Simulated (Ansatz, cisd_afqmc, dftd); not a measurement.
System: C2H6, charge 0, singlet. C2H6 (ethane, SMILES CC).
B3LYP-D3(BJ)/def2-TZVP minimum from Ansatz (a quantum-chemistry and plane-wave program):
```
C
H 1 1.0919
H 1 1.0919 2 107.56
H 1 1.0919 2 107.56 3 -115.60
C 1 1.5262 2 111.32 4 -122.20
H 5 1.0919 1 111.32 2 180.00
H 5 1.0919 6 107.56 1 122.20
H 5 1.0919 6 107.56 7 115.60
```
Charge 0, spin multiplicity 1.

Quantity: atomisation energy (electronic, to ground-state atoms), in kcal/mol. Radicals and triplets start from unrestricted determinants; spin-orbit coupling is neglected. Cores are frozen in correlated methods. Rows without X2C or -DK are non-relativistic. The Monte Carlo rows (phaseless AFQMC, CISD trial, step 0.005/hartree) carry one-sigma bars that omit the constraint's bias. Outlying blocks are dropped, and bars are widened where a walk drifts. Over all cases where full CI ran beside it in this data, AFQMC minus full CI had a median of +0.1 mEh and passed +0.4 mEh in a tenth of the cases. CBS(X,Y): correlation extrapolated as X^-3, Hartree-Fock from the larger set (Q,5: extrapolated as (X+1)exp(-9√X)). A bracket is a step between two methods taken in the basis named. The functionals are non-relativistic, so their misses hold any scalar relativity. Double hybrids freeze cores in their MP2 part. '+ core + X2C': CCSD(T) terms for core correlation (cc-pwCVTZ) and scalar relativity (cc-pVTZ-DK). For partners of very few electrons the exact lower level stands in for a higher one.

```tsv
level	program	atomisation energy (kcal/mol)	difference against the last row
HF/cc-pVQZ	Ansatz	551.4	-161.5
PBE0/def2-TZVPD	Ansatz	711.1	-1.8
r2SCANh/def2-TZVPD	Ansatz	709.0	-3.9
CAM-B3LYP-D3(BJ)/def2-TZVPD	Ansatz + dftd3	715.1	2.2
B2PLYP-D4/def2-TZVPD	Ansatz + dftd4	705.0	-7.9
B2GP-PLYP-D4/def2-TZVPD	Ansatz + dftd4	702.8	-10.1
CCSD/cc-pVTZ	Ansatz	693.2	-19.7
CCSDT(Q)/cc-pVDZ	Ansatz	669.1	-43.8
AFQMC/CISD/cc-pVDZ	cisd_afqmc	669.0 ± 0.2	-43.9
AFQMC/CISD/cc-pVTZ	cisd_afqmc	699.3 ± 0.2	-13.6
CCSD(T)/CBS(cc-pVQZ,cc-pV5Z) + [AFQMC/CISD - CCSD(T)]/cc-pVTZ + core + X2C	Ansatz + cisd_afqmc	712.9 ± 0.2	0.0
CCSD(T)/CBS(cc-pVQZ,cc-pV5Z) + [CCSDT(Q) - CCSD(T)]/cc-pVDZ + core + X2C	Ansatz	712.9	0.0
```
